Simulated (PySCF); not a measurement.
**Electronic absorption of 1,2,5-thiadiazole**

1,2,5-thiadiazole, C₂H₂N₂S.
InChI=1S/C2H2N2S/c1-2-4-5-3-1/h1-2H

Computed with TDDFT wB97X-D/def2-SVPD, vertical, gas phase, core orbitals frozen in the response in PySCF. Geometry: GFN2-xTB; no solvent, vibrations or thermal averaging.

What does the calculation give for the low-lying excited states?

```
state  E (eV)  ν̃ (cm⁻¹)       f  |μ| (D)  symmetry  main configurations (H = HOMO, L = LUMO)
   S1    5.10      41100  0.0000     0.00         –                               H-1→L (99%)
   S2    5.71      46020   0.164     2.76        A1                                 H→L (94%)
   S3    6.21      50060  0.0036     0.39  B1 or B2                               H-3→L (94%)
   S4    6.60      53250  0.0000     0.00         –                               H→L+1 (92%)
   S5    6.79      54790   0.024     0.97  B1 or B2                               H-2→L (90%)
   S6    7.31      58970  0.0014     0.22         –                             H-1→L+1 (93%)
   S7    7.81      63000  0.0030     0.32  B1 or B2                             H-1→L+3 (90%)
   S8    7.85      63280  0.0034     0.34  B1 or B2   H-4→L (39%), H→L+4 (21%), H-2→L+1 (18%)
```

Triplets (Tamm–Dancoff): T1 4.12 eV, H→L (99%); T2 4.42 eV, H-1→L (96%); T3 4.60 eV, H-2→L (93%).

The lowest singlet comes at 243 nm (492 kJ/mol) in the ultraviolet; it is dark (f under 0.0005); its leading configuration is HOMO-1→LUMO (99%). The strongest level in the table is S2 at 5.71 eV (217 nm, f = 0.164). Löwdin shares by element: HOMO sulfur 43%, carbon 38%, nitrogen 8% or more; LUMO nitrogen 47%, sulfur 25%, carbon 12% or more (atoms not listed hold the other 16%). Orbital energies (eV): HOMO-3 -11.56, HOMO-2 -11.11, HOMO-1 -10.52, HOMO -9.92, LUMO 0.07, LUMO+1 1.79, LUMO+2 2.36. Of the 8 states listed, 2 reach f = 0.01 and 2 stay under 0.0005. The listed states span 2.75 eV, and the widest gap between neighbours is 0.61 eV (S1 to S2). Symmetry labels in C2v follow from the direction of the transition dipole and are given only for states with f of 0.002 or more; B1 and B2 swap with the choice of axes. Singlets were solved by full linear response, triplets in the Tamm–Dancoff approximation.

Hardware: an Arm Neoverse V1 with one thread, no GPU, shared host. Cost: 8.8 s wall.
